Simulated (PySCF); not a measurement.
Input of a run (BHandHLYP/6-31+G* geometry optimisation, gas phase (PySCF 2.14.0)), started from GFN2-xTB:
```
{"job": {"xc": "BHandHLYP", "basis": "6-31+G*", "grid": 1, "kind": "geom"}, "charge": 0, "multiplicity": 1}
C      1.448436    -0.097381     0.473883
C      0.308594    -0.027579     0.099541
C     -1.048884     0.054215    -0.344615
O     -1.850299    -0.838863    -0.309865
H      2.446659    -0.148110     0.799085
H     -1.301383     1.059709    -0.739602
```

Output (energies in Eh, forces in Eh/bohr):
```
step   0  E = -190.54050628  max force = 0.016013
step   1  E = -190.54006099  max force = 0.016905
step   2  E = -190.54079664  max force = 0.006926
step   3  E = -190.54101043  max force = 0.006255
step   4  E = -190.54120504  max force = 0.002601
step   5  E = -190.54125833  max force = 0.001395
step   6  E = -190.54128564  max force = 0.000335
step   7  E = -190.54128880  max force = 0.000233
optimisation converged
```

**Question.** Summarise the run.

**Answer.** The energy falls by 2.1 kJ/mol over 8 energy and gradient evaluations, the largest force component goes from 0.0160 to 2.3e-04 Eh/bohr, and the atoms move by 0.017 Å rms after alignment. Among the bonds, C2–C3 and C3–H6 change most and about equally (-0.015 to +0.016 Å). Bonds longer at the end by more than 0.005 Å: 2 of 5; shorter: 1. Among the angles that change most is C2–C3–H6, from 112.2° to 115.0°. The energy rose by more than 1e-6 Eh at step 1.

**Question.** What are the final bond lengths?

**Answer.** C1≡C2 1.198 Å, C2–C3 1.446 Å, C3=O4 1.201 Å, C1–H5 1.061 Å, C3–H6 1.094 Å. Numbering counts from 1 in the input's order; the species is `C#CC=O` (propynal).

The run used 76 basis functions and 60 SCF cycles in all. The run took 15 s on one thread, Arm Neoverse N1 (aarch64) (shared host), and the process peaked at 0.37 GiB of memory.

Stationary, but not proved a minimum.
